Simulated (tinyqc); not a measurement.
Inside a calculation. Method: Hueckel theory of the pi electrons with the omega technique, for the molecule C=CN=C (SMILES; centres numbered as the heavy atoms are written). Computed by tinyqc, a small Python program that keeps every step. Settings: charge = 0, omega = 0.6, damping = 0.3. Command: `OMP_NUM_THREADS=1 python tinyqc.py 23534 23535 out.jsonl` (the two numbers bound the seeds that draw the settings). One thread of a shared host (Intel(R) Xeon(R) Processor @ 2.60GHz), about 0.01 s of CPU time with the checks.

## The Hueckel matrix

Centres:
```
centre  z_r, pi electrons of the neutral centre       h
1C                                            1  0.0000
2C                                            1  0.0000
3N                                            1  0.4600
4C                                            1  0.0000
```

Bonds:
```
i  j       k
1  2       1
2  3  0.9100
3  4  0.9100
```

H_rr = alpha + h_r beta, H_rs = k_rs beta for bonded centres.

Hueckel matrix in units of beta (H = alpha + beta A), order 1C, 2C, 3N, 4C:
$$\begin{pmatrix}
0.0000 & 1.0000 & 0.0000 & 0.0000 \\
1.0000 & 0.0000 & 0.9100 & 0.0000 \\
0.0000 & 0.9100 & 0.4600 & 0.9100 \\
0.0000 & 0.0000 & 0.9100 & 0.0000
\end{pmatrix}$$

## Orbitals, round 1

pi electrons, sum of z_r less the charge = 4

Diagonalise; E = alpha + x beta with beta < 0, so the largest x are filled first; degenerate levels share their electrons. P = sum n_i c_ri c_si; each orbital has its largest coefficient positive (the first on a tie).

x values: [1.6963, 0.6728, -0.5237, -1.3855]

occupations: [2.0000, 2.0000, 0.0000, 0.0000]

coefficients, order 1C, 2C, 3N, 4C:
$$\begin{pmatrix}
0.3269 & 0.6355 & 0.5109 & -0.4778 \\
0.5545 & 0.4276 & -0.2676 & 0.6619 \\
0.6744 & -0.3822 & -0.4075 & -0.4828 \\
0.3618 & -0.5170 & 0.7080 & 0.3171
\end{pmatrix}$$

charge and bond-order matrix P, order 1C, 2C, 3N, 4C:
$$\begin{pmatrix}
1.0214 & 0.9059 & -0.0449 & -0.4205 \\
0.9059 & 0.9805 & 0.4210 & -0.0409 \\
-0.0449 & 0.4210 & 1.2018 & 0.8832 \\
-0.4205 & -0.0409 & 0.8832 & 0.7963
\end{pmatrix}$$

## Omega technique, round 1

h_r = h_r(0) + omega q_r, omega = 0.6, with q_r = z_r - P_rr; 0.3 of the old diagonal is kept.

matrix after round 1, order 1C, 2C, 3N, 4C:
$$\begin{pmatrix}
-0.0090 & 1.0000 & 0.0000 & 0.0000 \\
1.0000 & 0.0082 & 0.9100 & 0.0000 \\
0.0000 & 0.9100 & 0.3752 & 0.9100 \\
0.0000 & 0.0000 & 0.9100 & 0.0856
\end{pmatrix}$$

## Orbitals, round 2

As before.

x values: [1.6720, 0.6834, -0.4995, -1.3959]

occupations: [2.0000, 2.0000, 0.0000, 0.0000]

coefficients, order 1C, 2C, 3N, 4C:
$$\begin{pmatrix}
0.3332 & 0.6184 & 0.5293 & -0.4758 \\
0.5601 & 0.4282 & -0.2596 & 0.6600 \\
0.6579 & -0.3618 & -0.4368 & -0.4954 \\
0.3774 & -0.5507 & 0.6795 & 0.3043
\end{pmatrix}$$

charge and bond-order matrix P, order 1C, 2C, 3N, 4C:
$$\begin{pmatrix}
0.9869 & 0.9029 & -0.0091 & -0.4297 \\
0.9029 & 0.9941 & 0.4271 & -0.0489 \\
-0.0091 & 0.4271 & 1.1275 & 0.8951 \\
-0.4297 & -0.0489 & 0.8951 & 0.8915
\end{pmatrix}$$

## Omega technique, round 2

As before.

matrix after round 2, order 1C, 2C, 3N, 4C:
$$\begin{pmatrix}
0.0028 & 1.0000 & 0.0000 & 0.0000 \\
1.0000 & 0.0049 & 0.9100 & 0.0000 \\
0.0000 & 0.9100 & 0.3810 & 0.9100 \\
0.0000 & 0.0000 & 0.9100 & 0.0713
\end{pmatrix}$$

## Convergence

Each round sets h_r = h_r(0) + omega (z_r - P_rr), keeping the share named as damping of the old diagonal; repeat until output and input diagonals agree to 1e-6.

Rounds:
```
round  sum n x  largest |h(out) - h(in)|
1       4.7383                  1.22e-01
2       4.7108                  2.04e-02
3       4.7132                  3.24e-03
4       4.7126                  8.49e-04
5       4.7127                  1.43e-04
6       4.7127                  3.66e-05
7       4.7127                  6.45e-06
8       4.7127                  1.59e-06
9       4.7127                  2.94e-07
```

Converged in 9 rounds.

## Energy, charges, bond orders

final x values: [1.6725, 0.6839, -0.5018, -1.3945]

occupations: [2.0000, 2.0000, 0.0000, 0.0000]

final P, order 1C, 2C, 3N, 4C:
$$\begin{pmatrix}
0.9974 & 0.9034 & -0.0149 & -0.4286 \\
0.9034 & 0.9887 & 0.4264 & -0.0441 \\
-0.0149 & 0.4264 & 1.1353 & 0.8942 \\
-0.4286 & -0.0441 & 0.8942 & 0.8786
\end{pmatrix}$$

E = sum n x; q_r = z_r - P_rr; bond order p = P_rs; free valence = sqrt(3) - sum of p over the bonds of the atom.

pi energy = 4 alpha + this times beta = 4.7127

pi charges: 1C 0.0026, 2C 0.0113, 3N -0.1353, 4C 0.1214

Bond orders and lengths from R = 1.517 - 0.180 p (angstrom, C-C alone):
```
bond       p       R
1-2   0.9034  1.3544
2-3   0.4264       -
3-4   0.8942       -
```

free valence of the carbons: 1C 0.8287, 2C 0.4022, 4C 0.8378

gap between the highest filled and the next level = 1.1857 |beta|
